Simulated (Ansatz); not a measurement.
# CHNSi: the cost of one run

Computed with Ansatz 0.2.0, Gaussian basis. Level: def2-TZVPP, core rule «outside noble gas», up to 7 orbitals frozen.

The runs, in order: UHF; ROHF; CCSD(T) on UHF.

2 further runs of the same task are left out: 2 set aside as unsound or not needed.

## Step 1: The geometry

The geometry is a PBE0/def2-TZVP stationary point (not a proven minimum) of the parent state, kept for this charge and spin.

4 atoms, charge 1, spin multiplicity 4.

Atoms are counted from 1 here; the program's logs count them from 0.

Bond lengths: C1–N2 1.240 Å, C1–Si3 1.952 Å, N2–H4 1.013 Å. Angles: N2–C1–Si3 78.7°, C1–N2–H4 135.7°.

## Step 2: UHF

in.yaml

```yaml
crystal:
  periodic: [false, false, false]
  atoms:
    - {symbol: C, position_ang: [0.000000, -0.784833, 0.780179]}
    - {symbol: N, position_ang: [0.000000, 0.409287, 1.114041]}
    - {symbol: Si, position_ang: [0.000000, 0.098619, -0.960690]}
    - {symbol: H, position_ang: [0.000000, 0.916592, 1.991118]}
basis:
  gaussian: {orbitals: def2-TZVPP}
total_charge: 1
magnetization: {spin_polarized: true, initial_magnetization: 3}
hamiltonian: {xc: hf}
output: {orbitals: {seedname: orbitals}}
```

The run is started by

```console
ansatz run in.yaml --threads 1 --pin off --events-out ev --progress --plain --max-ram 4096MiB --backend cpu
```

**Question.** How long does this run take on 1 thread of AMD EPYC 7R13, shared host, and how much memory does it need?

About 8.5 s, with a peak of 0.25 GiB.
